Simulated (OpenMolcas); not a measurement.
# CH7AlSi (SMILES [CH3][AlH][SiH3]) at HF/6-31G(d) (Cartesian functions)

We compute an optimisation with harmonic vibrations of CH7AlSi. 

The calculation is run with OpenMolcas 26.06.

1 further run of the same task is left out (set aside as unsound or not needed).

## (1) The structure to begin with

CH7AlSi has 10 atoms, charge 0, and is taken as a singlet. As SMILES, `[CH3][AlH][SiH3]`. The coordinates come from a PBE0-D4/def2-TZVP relaxation. The run starts from this shape.

Bond lengths: C1–Al2 1.953 Å, Al2–Si3 2.461 Å, C1–H4 1.096 Å, C1–H5 1.092 Å, C1–H6 1.096 Å, Al2–H7 1.593 Å, Si3–H8 1.494 Å, Si3–H9 1.494 Å, Si3–H10 1.490 Å. Some angles: C1–Al2–Si3 120.6°, C1–Al2–H7 118.9°, Si3–Al2–H7 120.4°, Al2–C1–H4 110.5°, Al2–C1–H5 113.7°, Al2–C1–H6 110.2°, Al2–Si3–H8 110.9°, Al2–Si3–H9 110.7°, Al2–Si3–H10 114.1°, H4–C1–H5 108.0°.

## (2) An optimisation with harmonic vibrations at HF/6-31G(d) (Cartesian functions)

Contents of struct.xyz:

```xyz
10

C     -1.428400     0.967200    -0.792400
Al     0.409100     0.309500    -0.720900
Si     1.161700    -1.107300     1.145400
H     -1.909200     0.659300    -1.727500
H     -2.050600     0.624100     0.036600
H     -1.438000     2.063000    -0.790400
H      1.416900     0.709200    -1.887700
H      0.334900    -2.347600     1.241000
H      1.000200    -0.395000     2.448500
H      2.586600    -1.533600     1.050400
```

Contents of job.inp:

```
* CH7AlSi Hartree-Fock
&GATEWAY
BASLIB
$CurrDir
COORD
struct.xyz
BASIS
6-31Gs
GROUP
NoSym
>>> EXPORT MOLCAS_MAXITER=50
>>> Do While
&SEWARD
&SCF
PRORBITALS
0
&SLAPAF
>>> EndDo
>>> COPY $Project.Opt.xyz $CurrDir/final.xyz
>>> COPY $Project.slapaf.h5 $CurrDir/final.slapaf.h5
&MCKINLEY
&MCLR
THERMOCHEMISTRY
1
1.0
298.15
End of PT
```

The basis set 6-31G* is read from a file made from the Basis Set Exchange's data (not shown).

On the command line:

```sh
export MOLCAS_MEM=1860
pymolcas job.inp > job.log
```

Standard output:

```text
--- Start Module: gateway ---

                                              &GATEWAY

                       available to each process: 1.9 GB of memory, 1 thread

 Basis Set     1 Label: C.6-31GS
 Basis set is read from library:.
 basistype.tbl is not found

 Basis Set     2 Label: AL.6-31GS
 Basis set is read from library:.
 basistype.tbl is not found

 Basis Set     3 Label: SI.6-31GS
 Basis set is read from library:.
 basistype.tbl is not found

 Basis Set     4 Label: H.6-31GS
 Basis set is read from library:.
 basistype.tbl is not found

++    Symmetry information:
      ---------------------

                    Character Table for C1

                             E
                    a        1  x, y, xy, Rz, z, xz, Ry, yz, Rx, I
--

++    Basis set information:
      ----------------------

      Basis set label: C.6-31GS.........

      Electronic valence basis set:
      ------------------
      Associated Effective Charge   6.000000 au
      Associated Actual Charge      6.000000 au
      Nuclear Model: Point charge

      Shell  nPrim  nBasis  Cartesian Spherical Contaminant
         s      10       3        X
         p       4       2        X
         d       1       1        X

      Basis set label: AL.6-31GS.........

      Electronic valence basis set:
      ------------------
      Associated Effective Charge  13.000000 au
      Associated Actual Charge     13.000000 au
      Nuclear Model: Point charge

      Shell  nPrim  nBasis  Cartesian Spherical Contaminant
         s      16       4        X
         p      10       3        X
         d       1       1        X

      Basis set label: SI.6-31GS.........

      Electronic valence basis set:
      ------------------
      Associated Effective Charge  14.000000 au
      Associated Actual Charge     14.000000 au
      Nuclear Model: Point charge

      Shell  nPrim  nBasis  Cartesian Spherical Contaminant
         s      16       4        X
         p      10       3        X
         d       1       1        X

      Basis set label: H.6-31GS.........

      Electronic valence basis set:
      ------------------
      Associated Effective Charge   1.000000 au
      Associated Actual Charge      1.000000 au
      Nuclear Model: Point charge

      Shell  nPrim  nBasis  Cartesian Spherical Contaminant
         s       4       2        X
--

++    Molecular structure info:
      -------------------------

                    ************************************************
                    **** Cartesian Coordinates / bohr, angstrom ****
                    ************************************************

     Center  Label                x              y              z                     x              y              z
        1      C1              -2.699285       1.827743      -1.497419             -1.428400       0.967200      -0.792400
        2      AL2              0.773087       0.584870      -1.362304              0.409100       0.309500      -0.720900
        3      SI3              2.195295      -2.092494       2.164492              1.161700      -1.107300       1.145400
[... 6 lines of this table left out ...]
       10      H10              4.887966      -2.898084       1.984968              2.586600      -1.533600       1.050400

                    ***************************************
                    *    InterNuclear Distances / bohr    *
                    ***************************************

               1 C1            2 AL2           3 SI3           4 H4            5 H5            6 H6
    1 C1       0.000000
    2 AL2      3.690576        0.000000
    3 SI3      7.261870        4.650725        0.000000
    4 H4       2.070422        4.821624        8.619483        0.000000
[... 5 lines of this table left out ...]
   10 H10      9.593062        6.345662        2.816324       10.812430        9.853265       10.776656

               7 H7            8 H8            9 H9           10 H10
    7 H7       0.000000
    8 H8       8.514996        0.000000
    9 H9       8.492322        4.516931        0.000000
   10 H10      7.326384        4.538915        4.538396        0.000000

                    *******************************************
                    *    InterNuclear Distances / angstrom    *
                    *******************************************

               1 C1            2 AL2           3 SI3           4 H4            5 H5            6 H6
    1 C1       0.000000
    2 AL2      1.952969        0.000000
    3 SI3      3.842816        2.461058        0.000000
    4 H4       1.095620        2.551493        4.561234        0.000000
[... 5 lines of this table left out ...]
   10 H10      5.076430        3.357980        1.490334        5.721692        5.214123        5.702761

               7 H7            8 H8            9 H9           10 H10
    7 H7       0.000000
    8 H8       4.505942        0.000000
    9 H9       4.493943        2.390257        0.000000
   10 H10      3.876955        2.401890        2.401616        0.000000

                    **************************************
                    *    Valence Bond Angles / degree    *
                    **************************************
                          Atom centers                 Phi
                      4 H4       1 C1       5 H5       108.04
                      4 H4       1 C1       6 H6       106.18
                      5 H5       1 C1       6 H6       107.93
                      8 H8       3 SI3      9 H9       106.28
                      8 H8       3 SI3     10 H10      107.20
                      9 H9       3 SI3     10 H10      107.18
--

[... 97 lines left out ...]
                                   SCF        iterations: Energy and convergence statistics
[... 19 lines left out ...]
 *                                                       Final Results                                                       *
[... 139 lines left out ...]
 Convergence criterion on gradient/para.<=: 3.0E-04
[... 19 lines left out ...]
  force constant weighted redundant internal coordinates.
[... 28 lines left out ...]
 Convergence not reached yet!
[... 117 lines left out ...]
 Convergence not reached yet!
[... 70 lines left out ...]
 Convergence not reached yet!
[... 71 lines left out ...]
 Convergence not reached yet!
[... 72 lines left out ...]
 Convergence not reached yet!
[... 73 lines left out ...]
 Convergence not reached yet!
[... 74 lines left out ...]
 Convergence not reached yet!
[... 72 lines left out ...]
 Convergence not reached yet!
[... 72 lines left out ...]
 Convergence not reached yet!
[... 71 lines left out ...]
 Geometry is converged in  10 iterations to a Minimum Structure
[... 14 lines left out ...]
 * Nuclear coordinates of the final structure / bohr     *
[... 151 lines left out ...]
++ Convergence information
[... 13 lines left out ...]
 *                                             SCF/KS-DFT Program, Final results                                             *
[... 54 lines left out ...]
>>> COPY job.Opt.xyz final.xyz
[... 35 lines left out ...]
     Convergence threshold=               1.0000E-04
[... 81 lines left out ...]
      Perturbation no:    3 converged in    6 steps.
[... 26 lines left out ...]
      Perturbation no:    6 converged in    5 steps.
[... 26 lines left out ...]
      Perturbation no:    9 converged in    5 steps.
[... 28 lines left out ...]
      Perturbation no:   12 converged in    6 steps.
[... 27 lines left out ...]
      Perturbation no:   15 converged in    5 steps.
[... 27 lines left out ...]
      Perturbation no:   18 converged in    5 steps.
[... 26 lines left out ...]
      Perturbation no:   21 converged in    5 steps.
[... 26 lines left out ...]
      Perturbation no:   24 converged in    5 steps.
[... 26 lines left out ...]
      Perturbation no:   27 converged in    5 steps.
[... 26 lines left out ...]
      Perturbation no:   30 converged in    5 steps.
[... 32 lines left out ...]
      Perturbation no:   33 converged in    7 steps.
[... 379 lines left out ...]
 Thermal contributions to INTERNAL ENERGY:
[... 83 lines left out ...]
 Thermal contributions to INTERNAL ENERGY:
[... 739 lines left out ...]
     SCF energy =                  -572.7452136239
[... 74 lines left out ...]
      Perturbation no:    2 converged in    6 steps.
[... 27 lines left out ...]
      Perturbation no:    5 converged in    5 steps.
[... 26 lines left out ...]
      Perturbation no:    8 converged in    5 steps.
[... 27 lines left out ...]
      Perturbation no:   11 converged in    5 steps.
[... 28 lines left out ...]
      Perturbation no:   14 converged in    5 steps.
[... 27 lines left out ...]
      Perturbation no:   17 converged in    6 steps.
[... 26 lines left out ...]
      Perturbation no:   20 converged in    5 steps.
[... 26 lines left out ...]
      Perturbation no:   23 converged in    5 steps.
[... 26 lines left out ...]
      Perturbation no:   26 converged in    5 steps.
[... 26 lines left out ...]
      Perturbation no:   29 converged in    5 steps.
[... 30 lines left out ...]
      Perturbation no:   32 converged in    7 steps.
[... 362 lines left out ...]
 Thermal contributions to INTERNAL ENERGY:
[... 443 lines left out ...]
                        19        20        21        22        23        24

            Freq.     877.02   1023.16   1388.18   1397.90   1595.83   1600.56

                        25        26        27        28        29        30

            Freq.    1988.96   2326.26   2342.59   3166.90   3220.28   3254.37

 Masses:
 =======
  12  27  28   1   1   1   1   1   1   2

 Frequencies:
 ============
                         1         2         3         4         5         6

            Freq.     i11.71     i4.70     i1.63      0.03      0.04      0.05

                         7         8         9        10        11        12

            Freq.       6.99     28.90    135.96    349.17    372.02    419.55

                        13        14        15        16        17        18

            Freq.     492.73    599.24    674.09    710.92    825.88    887.79

                        19        20        21        22        23        24

            Freq.     906.06   1021.66   1397.79   1595.80   1600.56   1683.82

                        25        26        27        28        29        30

            Freq.    1989.22   2324.01   2328.96   3166.90   3220.28   3254.37

 Masses:
 =======
  12  27  28   1   1   1   1   1   1   3

 Frequencies:
 ============
                         1         2         3         4         5         6

            Freq.     i10.68     i4.67     i1.60      0.03      0.04      0.05

                         7         8         9        10        11        12

            Freq.       6.91     28.90    133.80    336.29    345.45    407.40

                        13        14        15        16        17        18

            Freq.     486.86    595.52    670.47    709.09    822.88    836.34

                        19        20        21        22        23        24

            Freq.     883.59   1020.80   1397.66   1398.24   1595.82   1600.56

                        25        26        27        28        29        30

            Freq.    1989.15   2323.97   2328.91   3166.90   3220.28   3254.37

  Full substitutions:
  -----------------------

 Masses:
 =======
  12  27  28   2   2   2   2   2   2   2

 Frequencies:
 ============
                         1         2         3         4         5         6

            Freq.      i9.57     i4.23     i1.50      0.03      0.04      0.05

                         7         8         9        10        11        12

            Freq.       6.01     20.80    121.11    258.13    346.43    374.56

                        13        14        15        16        17        18

            Freq.     376.35    464.30    559.95    616.20    642.32    735.89

                        19        20        21        22        23        24

            Freq.     738.20    740.87   1085.57   1153.53   1158.12   1431.46

                        25        26        27        28        29        30

            Freq.    1662.46   1677.86   1687.59   2275.91   2378.68   2406.87

 Masses:
 =======
  12  27  28   3   3   3   3   3   3   3

 Frequencies:
 ============
                         1         2         3         4         5         6

            Freq.      i7.89     i3.87     i1.38      0.03      0.04      0.05

                         7         8         9        10        11        12

            Freq.       5.32     17.18    109.26    215.48    291.40    321.13

                        13        14        15        16        17        18

            Freq.     351.86    393.58    494.33    554.89    571.87    610.18

                        19        20        21        22        23        24

            Freq.     612.18    641.76    955.47    963.85    970.90   1190.54

                        25        26        27        28        29        30

            Freq.    1368.42   1398.60   1406.79   1891.59   2025.33   2052.53

 Masses:
 =======
  13  27  28   1   1   1   1   1   1   1

 Frequencies:
 ============
                         1         2         3         4         5         6

            Freq.     i13.29     i4.72     i1.64      0.03      0.04      0.05

                         7         8         9        10        11        12

            Freq.       6.96     28.90    136.63    354.97    391.08    477.35

                        13        14        15        16        17        18

            Freq.     502.46    602.89    678.67    708.68    825.25    986.00

                        19        20        21        22        23        24

            Freq.    1031.10   1034.74   1387.71   1592.96   1597.45   1988.99

                        25        26        27        28        29        30

            Freq.    2324.14   2328.51   2343.12   3163.04   3209.29   3243.14

 Masses:
 =======
  14  27  28   1   1   1   1   1   1   1

 Frequencies:
 ============
                         1         2         3         4         5         6

            Freq.     i13.28     i4.71     i1.62      0.03      0.04      0.05

                         7         8         9        10        11        12

            Freq.       6.85     28.90    135.11    354.92    390.05    477.33

                        13        14        15        16        17        18

            Freq.     502.30    596.22    673.66    704.93    821.13    985.87

                        19        20        21        22        23        24

            Freq.    1031.10   1034.74   1379.16   1590.49   1594.77   1988.98

                        25        26        27        28        29        30

            Freq.    2324.14   2328.51   2343.12   3159.72   3199.91   3233.61

 Masses:
 =======
  12  27  29   1   1   1   1   1   1   1

 Frequencies:
 ============
                         1         2         3         4         5         6

            Freq.     i13.30     i4.69     i1.65      0.03      0.04      0.05

                         7         8         9        10        11        12

            Freq.       7.09     28.90    137.93    354.96    389.12    476.80

                        13        14        15        16        17        18

            Freq.     502.05    609.25    684.77    712.81    829.96    984.65

                        19        20        21        22        23        24

            Freq.    1030.68   1034.30   1397.81   1595.83   1600.56   1988.99

                        25        26        27        28        29        30

            Freq.    2322.49   2327.34   2342.09   3166.90   3220.28   3254.37

 Masses:
 =======
  12  27  30   1   1   1   1   1   1   1

 Frequencies:
 ============
                         1         2         3         4         5         6

            Freq.     i13.30     i4.66     i1.64      0.03      0.04      0.05

                         7         8         9        10        11        12

            Freq.       7.08     28.90    137.60    354.91    386.29    476.26

                        13        14        15        16        17        18

            Freq.     501.50    608.96    684.57    712.69    829.94    983.27

                        19        20        21        22        23        24

            Freq.    1030.28   1033.89   1397.81   1595.83   1600.56   1988.99

                        25        26        27        28        29        30

            Freq.    2320.95   2326.22   2341.17   3166.90   3220.28   3254.37

--

      The response parameters are written to the file RESP.
--- Stop Module: mclr /rc=_RC_ALL_IS_WELL_ ---
--- Module mclr spent 2 seconds ---

.##################.
.# Happy landing! #.
.##################.

    Timing: Wall=77.32 User=66.51 System=10.07
```

Wall time 78 s (1 thread of Intel Xeon Platinum 8259CL at 2.50GHz (Skylake/Cascade Lake), shared host); peak memory 0.41 GiB.

## (3) What came out

At HF/6-31G* (Cartesian functions):

| quantity | value |
| --- | --- |
| total energy | -572.74521 Eh |
| dipole moment | 1.03 D |
| HOMO energy | -9.78 eV |
| LUMO energy | 1.05 eV |
| HOMO–LUMO gap | 10.83 eV |
| lowest harmonic wavenumber | 13i cm⁻¹ (imaginary) |
| highest harmonic wavenumber | 3254 cm⁻¹ |

**Reading.** At the final geometry: Bond lengths: C1–Al2 1.977 Å, Al2–Si3 2.483 Å, C1–H4 1.090 Å, C1–H5 1.086 Å, C1–H6 1.090 Å, Al2–H7 1.592 Å, Si3–H8 1.484 Å, Si3–H9 1.484 Å, Si3–H10 1.482 Å. Some angles: C1–Al2–Si3 122.0°, C1–Al2–H7 118.4°, Si3–Al2–H7 119.7°, Al2–C1–H4 110.8°, Al2–C1–H5 113.9°, Al2–C1–H6 110.7°, Al2–Si3–H8 111.4°, Al2–Si3–H9 111.3°, Al2–Si3–H10 112.9°, H4–C1–H5 107.6°. 1 mode is imaginary (lowest 13i cm⁻¹); so small a value may be numerical noise or a very soft motion. Mulliken charges run from -0.82 on C1 to +0.66 on Al2.
